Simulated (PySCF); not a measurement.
**Frontier levels across methods**

Compound: HNO.
Cartesian coordinates in Å at the PBE0-D3(BJ)/def2-SVP level; atoms count from 1:
```
atom  x, y, z in Å
N1    -0.0617    0.4005    0.0434
O2     0.9425   -0.2328   -0.0206
H3    -0.8976   -0.2630   -0.0433
```

The species is `N=O` (HNO).

Basis pcSseg-2 throughout (PySCF), one geometry. Geometry: PBE0-D3(BJ)/def2-SVP; no solvent, vibrations or thermal averaging.

**Question.** How do the orbital energies, the gap and the dipole change with the method?

**Answer.** 
| method | kind | HOMO (eV) | LUMO (eV) | gap (eV) | μ (D) | SCF cycles |
| --- | --- | --- | --- | --- | --- | --- |
| B97-2 | global hybrid | -6.83 | -2.94 | 3.89 | 1.66 | 12 |
| PBE0 | global hybrid | -7.10 | -2.80 | 4.30 | 1.68 | 12 |
| mPW1PW91 | global hybrid | -7.15 | -2.82 | 4.33 | 1.69 | 12 |
| CAM-B3LYP | range-separated hybrid | -8.67 | -1.51 | 7.16 | 1.76 | 12 |
| BHandHLYP | global hybrid | -8.83 | -1.32 | 7.51 | 1.82 | 12 |
| wB97X-D | range-separated hybrid | -9.06 | -0.81 | 8.25 | 1.72 | 13 |
| LC-wPBE | range-separated hybrid | -9.96 | -0.11 | 9.85 | 1.79 | 13 |

The HOMO spans 3.13 eV, from B97-2 down to LC-wPBE, and the gap runs from 3.89 eV (B97-2) to 9.85 eV (LC-wPBE). Over the methods B97-2 (21 %), PBE0 (25 %), mPW1PW91 (25 %), BHandHLYP (50 %), a straight line through the gap against the share of exact exchange rises by 1.26 eV for each 10 % (correlation coefficient 1.000). The dipole ranges from 1.66 D (B97-2) to 1.82 D (BHandHLYP). This basis has no diffuse functions.

Reference dipole: 1.67 D (measured, gas; NIST CCCBDB Release 22 (SRD 101), experimental dipoles); nearest here: B97-2 (1.66 D), PBE0 (1.68 D) and mPW1PW91 (1.69 D). 

The vertical ΔSCF ionisation energy at PBE0/def2-SVPD is 10.47 eV; −ε(HOMO) comes closest to it with LC-wPBE (9.96 eV).
